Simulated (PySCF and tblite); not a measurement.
The numbers below are computed, except where a source is named.
System: C4H9N, numbered as in [CH3:1][C@@H:2]1[CH2:3][N:4]1[CH3:5].

Motion: pyramidal inversion at N4. GFN2-xTB gives an electronic barrier of 15.8 kcal/mol and a reaction energy of 1.5 kcal/mol.

What does PBE0/pcSseg-1 + D3(BJ) give on PBE0-D3(BJ)/def2-SVP geometries?

A barrier of 17.0 kcal/mol, 1.2 above the tight-binding barrier (from unrounded values), a reaction energy of 2.9 kcal/mol and, with GFN2-xTB thermal terms, ΔG‡(298 K) = 15.6 kcal/mol and k = 21 s⁻¹ (1 equivalent path).

And the level of the geometries itself, PBE0-D3(BJ)/def2-SVP?

14.9 kcal/mol.

Programs: tblite and PySCF.
